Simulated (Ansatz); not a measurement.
A run of Ansatz (development build ahead of 0.2.0) on singlet BH3 at this shape:

```xyz
4

B    -0.0392   -0.0126    0.0436
H     1.4607    0.0233   -0.0538
H    -0.6854    1.2324   -0.0406
H    -0.7277   -1.2040   -0.0331
```

Its results:

```yaml
Converged: yes
Total_energy: -26.31505 hartree
Spin_squared_of_the_determinant: 0.000
```

**Question.** Which input gives this output? Name the method, the orbitals and the basis set, and write the input.

**Answer.** RHF in 6-31G. An unrestricted run that stays on the closed shell gives the same numbers.

```yaml
crystal:
  periodic: [false, false, false]
  atoms:
    - { symbol: B, position_ang: [-0.03923, -0.01263, 0.04361] }
    - { symbol: H, position_ang: [1.46068, 0.02335, -0.05376] }
    - { symbol: H, position_ang: [-0.68535, 1.23241, -0.04064] }
    - { symbol: H, position_ang: [-0.72766, -1.20398, -0.03313] }
basis:
  gaussian: { orbitals: "6-31G" }
hamiltonian:
  xc: hf
```

Caution: stretched shape with no unrestricted run beside it, a lower state can exist.
